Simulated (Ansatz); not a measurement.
# H₃S+ (triplet): from Hartree-Fock to the top rungs, def2-TZVPP

An exercise on one series of results from a longer session: the logs are not shown, and one member is left open.

The runs use Ansatz 0.2.0, Gaussian basis; def2-TZVPP, core rule «outside noble gas», up to 5 orbitals frozen.

Plan: UHF; ROHF; CCSD(T) on UHF.

2 further runs of the same task are left out: 2 set aside as unsound or not needed.

### What is computed

The geometry is a PBE0/def2-TZVP stationary point (not a proven minimum).

4 atoms, charge 1, spin multiplicity 3.

Atoms are counted from 1 here; the program's logs count them from 0.

Bond lengths: S1–H2 1.357 Å, S1–H3 1.520 Å, S1–H4 1.520 Å. Angles: H2–S1–H3 89.9°, H2–S1–H4 89.9°, H3–S1–H4 179.9°.

Geometry (Å):

```xyz
4
H3S
S     0.0000   -0.0391    0.0000
H     0.0000    1.3184    0.0000
H     0.0000   -0.0372    1.5201
H     0.0000   -0.0372   -1.5201
```

The first run:

Contents of in.yaml:

```yaml
crystal:
  periodic: [false, false, false]
  atoms:
    - {symbol: S, position_ang: [0.000000, -0.039104, 0.000000]}
    - {symbol: H, position_ang: [0.000000, 1.318376, 0.000000]}
    - {symbol: H, position_ang: [0.000000, -0.037193, 1.520127]}
    - {symbol: H, position_ang: [0.000000, -0.037193, -1.520127]}
basis:
  gaussian: {orbitals: def2-TZVPP}
total_charge: 1
magnetization: {spin_polarized: true, initial_magnetization: 2}
hamiltonian: {xc: hf}
output: {orbitals: {seedname: orbitals}}
```

Started as:

```sh
> ansatz run in.yaml --threads 1 --pin off --events-out ev --progress --plain --max-ram 4096MiB --backend cpu
```

Among the steps run: UHF; ROHF; CCSD(T) on UHF.

One table of the session follows, with a row left open; its other results are not shown here.

| method | from UCCSD(T) (meV) |
| --- | --- |
| ROHF | ? |
| UHF | +5433.3 |
| UMP2 | +1047.5 |
| UCCSD | +183.2 |
| UCCSD(T) | 0 |

Q: Estimate the row for ROHF from the others.

As computed: from UCCSD(T) (meV): +5841.3. In the column «from UCCSD(T) (meV)» it is the highest.
